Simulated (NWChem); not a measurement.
**Polarisability of hydrogen sulfide (H₂S)**

```xyz
3

S      0.0000     0.0000     0.1056
H     -0.9740     0.0000    -0.8447
H      0.9740     0.0000    -0.8447
```
Charge 0, spin multiplicity 1.

The numbers come from NWChem runs, not from measurements. Structure: optimised with PBE/def2-SVP, a minimum by its harmonic frequencies.

Basis set: 6-31G*. Static limit. This basis has no diffuse functions, which lowers polarisabilities.

The correlated methods keep 5 core orbitals frozen. B3LYP has NWChem's definition, with VWN1-RPA local correlation. The Pople sets run with spherical d functions. Coupled-cluster values serve here as a point of comparison, not as the truth.

| method | isotropic polarisability (bohr³) |
|---|---|
| HF | … |
| PBE | … |
| B3LYP | 14.79 |
| BHandHLYP | 14.78 |
| CCSD linear response | 14.55 |

Q: Fill in the missing entries.

A: 
- HF, isotropic polarisability (bohr³): 14.93
- PBE, isotropic polarisability (bohr³): 14.83
